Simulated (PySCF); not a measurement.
# BH5P2: the cost of one run

The runs use PySCF 2.14.0, with density-fitted response routines of our own; the level of theory stands in each step. All values are computed, except where a source is named. Atoms are numbered from 0 throughout.

## (1) Starting geometry

8 atoms, charge 0, multiplicity 1; geometry from: GFN2-xTB. The atoms were then displaced at random by about 0.01 Å, so the start is not that level's minimum.

Bonds of the start (Å): B0–P1 1.86, P1–P2 2.18, B0–H3 1.20, B0–H4 1.14, P1–H5 1.38, P2–H6 1.40, P2–H7 1.38.

## (2) Relaxing the molecule at PBE0-D3(BJ)/def2-SVP

The job: settings as JSON, then the geometry in Å.

```
{"job": {"xc": "PBE0", "basis": "def2-SVP", "d3": "d3bj", "grid": 1, "shake": 0.01, "kind": "geom"}, "charge": 0, "multiplicity": 1}
B      1.523220     0.249460    -0.176670
P      0.088430    -0.402540     0.805250
P     -1.660450    -0.174150    -0.468140
H      1.438540     1.336910    -0.669950
H      2.523660    -0.292600    -0.192420
H      0.254070    -1.762610     0.658030
H     -1.570660     1.219780    -0.440360
H     -2.541670    -0.193390     0.587280
```

On the command line:

```bash
$ OMP_NUM_THREADS=1 python probes_run.py task.json out
```

The driver reads the jobs from task.json and runs them one after another.

Q: Estimate the wall time and peak memory of this first job on 1 thread of Arm Neoverse V1, shared host.

About 18 s, with a peak of 0.32 GiB.
